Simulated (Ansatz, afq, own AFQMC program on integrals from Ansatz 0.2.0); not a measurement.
**Where AFQMC and coupled cluster stand for B₂SiH, quartet**

```xyz
4

B     0.0000   -0.3354    1.8943
B     0.0000    0.3573    0.6875
Si    0.0000   -0.0594   -1.0212
H     0.0000    1.4208    0.7612
```

Connectivity, by distances: B–BH–Si.

Basis cc-pVDZ. Noble-gas cores (and the filled d shells of Ga–Kr and In–Xe) are frozen. Ansatz 0.2.0 and our own AFQMC program on the same integrals; the CISD trial comes from CCSD amplitudes, and released means the phaseless constraint is let go. ± is one standard error of the sampling.

Determinant: UHF, the one that the program's search chose, which needn't be the lowest solution. The geometry is a point of a scan.

No full CI on the walks' own integrals is used here; CCSDT(Q) serves as the reference and is uncertain by about the last step of the cluster series.

Cautions: lower spins were not checked; unrestricted determinant slightly spin contaminated (⟨S²⟩ 3.82 against 3.75); the ph-AFQMC/HF walk drifts between its halves (2.3 errors); the ph-AFQMC/CISD walk drifts between its halves (2.1 errors).

```
T1 diagnostic                               : 0.0377
weight of the determinant in the CISD state : 0.838
⟨S²⟩ of the determinant                     : 3.821
size of the correlated space                : 11 electrons in 44 orbitals
```

Reference: CCSDT(Q), correlation energy -6.099 eV. The released energy is read at 2.40 1/Eh (meV from the phaseless value at times in 1/Eh: -3 ± 19 at 0.24, -12 ± 16 at 0.51, -25 ± 16 at 0.99, -15 ± 18 at 1.62, -45 ± 23 at 2.40).

| level | E − E(reference) (mEh) | share of correlation (%) |
| --- | --- | --- |
| HF | 224.14 | 0.00 |
| MP2 | 53.43 | 76.16 |
| CCSD | 10.73 | 95.21 |
| CCSD(T) | 2.62 | 98.83 |
| CCSDT | 0.60 | 99.73 |
| ph-AFQMC/HF | 5.88 ± 1.93 | 97.38 |
| ph-AFQMC/CISD | 0.45 ± 0.70 | 99.80 |
| released AFQMC | -1.21 ± 0.85 | 100.54 |

A walk keeps the symmetry of its determinant, which the program's search chose and which needn't be the lowest solution, so a lower state of the same spin and another symmetry isn't excluded. Released energies are given only where the last usable release times agree within the noise; a slower fall can still hide under it.
